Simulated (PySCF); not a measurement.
## Core-level binding energies of `N[SiH2]N`

Compound: H6N2Si.
Z-matrix (Å and degrees, PBE0-D3(BJ)/def2-SVP geometry), rows numbered from 1:
```
N 
Si  1  1.7235
N   2  1.7247  1  108.07
H   1  1.0134  2  121.27  3    58.18
H   1  1.0126  2  120.19  3  -153.17
H   2  1.5016  1  103.32  3   125.61
H   2  1.5017  1  117.87  3  -116.54
H   3  1.0128  2  120.06  1  -153.71
H   3  1.0136  2  120.81  1    58.99
```

Method used: delta-SCF UKS SCAN, pcX-2 on the ionised atom, pcseg-1 elsewhere, spin-free X2C (PySCF 2.14.0). These are vertical core ionisation energies against the vacuum level, from separate self-consistent calculations with and without the core hole.

**Question.** List the computed XPS lines with their assignment.

**Answer.** 
```json
{"atom(s)": "Si2", "environment": "SiH2 silicon", "level": "Si 1s", "binding energy (eV)": "1846.89", "2p1/2 (eV)": "–", "count": "1"}
{"atom(s)": "N1/N3", "environment": "silicon-bound nitrogen", "level": "N 1s", "binding energy (eV)": "404.55", "2p1/2 (eV)": "–", "count": "2"}
{"atom(s)": "Si2", "environment": "SiH2 silicon", "level": "Si 2p3/2", "binding energy (eV)": "106.90", "2p1/2 (eV)": "107.52", "count": "1"}
```

**Question.** Which photon energy gives electrons from N 1s of N1/N3 a kinetic energy of 200 eV, and what is their de Broglie wavelength?

**Answer.** hν = 404.55 + 200 = 604.55 eV, recoil neglected; λ = 12.264 Å/√(E/eV) = 0.87 Å.

**Question.** Give the binding energy of N 1s of N1/N3 in hartree and in kJ/mol.

**Answer.** 404.55 eV = 14.8669 Eh = 39033 kJ/mol.

The first atom of each set that the bonding makes equivalent was ionised and stands for the set. The 2p values add to the ΔSCF energy of one spin-free hole a correction within the shell (spin–orbit coupling, ligand field). 2p1/2 minus 2p3/2 (ligand field included): Si 0.62 eV. One conformer (not necessarily the lowest) at the PBE0-D3(BJ)/def2-SVP geometry, without solvent, vibrations or thermal averaging.
